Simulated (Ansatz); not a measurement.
**SiH2 (triplet): the correlation ladder at distance H1–H2 along a hydrogen transfer = 0.693 Å, cc-pVDZ**

Aim: climb from Hartree-Fock through coupled cluster and multireference methods for SiH2 (triplet) at one geometry and basis, and see what each rung misses.

Program: Ansatz 0.2.0, Gaussian basis. Level of theory: cc-pVDZ, core rule «outside noble gas», up to 5 orbitals frozen. These are calculated values, not measurements.

The runs, in order: UHF; CCSD(T) on ROHF; CCSD(T) on UHF; BCCD(T) on ROHF; CISD; CCSDT(Q) on ROHF; CCSDT(Q) on UHF; CISDTQ; CASSCF and MRCISD+Q, 4 electrons in 4 orbitals; CASSCF and NEVPT2, 4 electrons in 4 orbitals; CASSCF and MRCISD+Q, 6 electrons in 6 orbitals; CASSCF and MRCISD+Q(relaxed), 6 electrons in 6 orbitals; CASSCF and NEVPT2, 6 electrons in 6 orbitals; Full CI.

5 further runs of the same task are left out: 1 for a mislabelled method, 3 that didn't finish, 1 set aside as unsound or not needed.

### Step 1. What is computed

The geometry derives from fragments relaxed apart (PBE0/def2-TZVP) and kept rigid, so it is no stationary point. A hydrogen atom is moved between rigid fragments.

3 atoms, charge 0, spin multiplicity 3.

Atoms are counted from 1 here; the program's logs count them from 0.

Bond lengths: H1–H2 0.693 Å.

Geometry (Å):

```
atom   x (Å)   y (Å)    z (Å)
  H1  0.0000  0.0000  -1.1497
  H2  0.0000  0.0000  -0.4567
 Si3  0.0000  0.0000   1.6063
```

### Step 2. UHF

in.yaml

```yaml
crystal:
  periodic: [false, false, false]
  atoms:
    - {symbol: H, position_ang: [0.000000, 0.000000, -1.149667]}
    - {symbol: H, position_ang: [0.000000, 0.000000, -0.456667]}
    - {symbol: Si, position_ang: [0.000000, 0.000000, 1.606333]}
basis:
  gaussian: {orbitals: cc-pVDZ}
magnetization: {spin_polarized: true, initial_magnetization: 2}
hamiltonian: {xc: hf}
output: {orbitals: {seedname: orbitals}}
```

Launch:

```sh
$ ansatz run in.yaml --threads 1 --pin off --events-out ev --progress --plain --max-ram 2393MiB
```

Further steps of the session: CCSD(T) on ROHF; CCSD(T) on UHF; BCCD(T) on ROHF; CISD; CCSDT(Q) on ROHF; CCSDT(Q) on UHF; CISDTQ; CASSCF and MRCISD+Q, 4 electrons in 4 orbitals; CASSCF and NEVPT2, 4 electrons in 4 orbitals; CASSCF and MRCISD+Q, 6 electrons in 6 orbitals; CASSCF and MRCISD+Q(relaxed), 6 electrons in 6 orbitals; CASSCF and NEVPT2, 6 electrons in 6 orbitals; Full CI.

Q: Predict the results of all the runs planned. Wanted: FCI below the RHF energy; RMP2 from FCI; UMP2 from FCI; RCCSD from FCI; RCCSD(T) from FCI; UCCSD(T) from FCI; RCCSDT(Q) from FCI; UCCSDT(Q) from FCI; MRCISD+Q pair from FCI.

As calculated:

| quantity | value |
| --- | --- |
| FCI below the RHF energy | -2.9059 eV |
| RMP2 from FCI | +775.1 meV |
| UMP2 from FCI | +771.2 meV |
| RCCSD from FCI | +56.0 meV |
| RCCSD(T) from FCI | +15.1 meV |
| UCCSD(T) from FCI | +14.3 meV |
| RCCSDT(Q) from FCI | +0.3 meV |
| UCCSDT(Q) from FCI | +0.2 meV |
| MRCISD+Q pair from FCI | -57.4 meV |
| NEVPT2 valence from FCI | +612.8 meV |
| MRCISD+Q valence from FCI | -6.0 meV |
| levels within 1 kcal/mol (43 meV) | RCCSD(T), UCCSD(T), BCCD(T), RCCSDT, UCCSDT, CISDTQ, RCCSDT(Q), UCCSDT(Q), MRCISD+Q valence, MRCISD+Q(relaxed) valence |
| T1 diagnostic | 0.020 |
| effectively unpaired electrons | 2.04 |

What this shows: RCCSD(T) lands +15.1 meV from the yardstick (0.5 % of the correlation energy). MRCISD+Q pair, MRCISD+Q valence, MRCISD+Q(relaxed) valence fall below full CI: the +Q correction isn't variational, and the cores differ from full CI's. One determinant dominates. Of the multireference levels listed MRCISD+Q valence comes nearest in total energy (-6.0 meV), which doesn't show that its space is the better one. These misses are within one basis, not against nature; the frozen cores of restricted and unrestricted runs differ, which can shift their rows.
